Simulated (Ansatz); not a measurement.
Cu₃AsS₄ (Pmn2₁, No. 31) was calculated with rVV10 in Ansatz (PAW).

Settings: plane-wave cutoff 520 eV, 6×6×6 k mesh, Fermi–Dirac smearing 0.01 eV, no spin polarisation, scalar-relativistic PAW data made under PBE.

Shape and atoms are relaxed at each volume.

Pressure at four volumes; x = ln(V/19.005 Å³). One pressure is withheld.

| V (Å³/atom) | x | P (GPa) |
|---|---|---|
| 18.245 | -0.0408 | ? |
| 18.625 | -0.0202 | 1.51 |
| 19.005 | 0.0000 | 0.01 |
| 19.765 | 0.0392 | -2.52 |

Task: Pass a parabola P(x) through the three rows shown, estimate the bulk modulus and its pressure derivative near zero pressure, and predict the withheld pressure.

Result: Slopes between the rows: (0.01 − (1.51))/(0.0000 − (-0.0202)) = -74.26 and (-2.52 − (0.01))/(0.0392 − (0.0000)) = -64.54 GPa. Their difference over the span 0.0594 is c = 9.72/0.0594 = 163.6 GPa, so P(x) = 1.51 + (-74.26)(x − (-0.0202)) + 163.6 (x − (-0.0202))(x − (0.0000)). At the middle row B = −dP/dx = −[-74.26 + 163.6 × 0.0202] = 71.0 GPa, and B′ = dB/dP = 2c/B = 4.6. At x = -0.0408 the parabola gives 3.18 GPa; the run gives 3.20 GPa. The Birch–Murnaghan fit to the energies at all volumes has B0 = 70.8 GPa and B′ = 4.8.

Note: the gap of the solid is closed in this run; this level leaves the solid without a gap, although one is measured; the bulk modulus comes from volumes at which shape and atoms were relaxed.

Ansatz is a program for electronic structure.
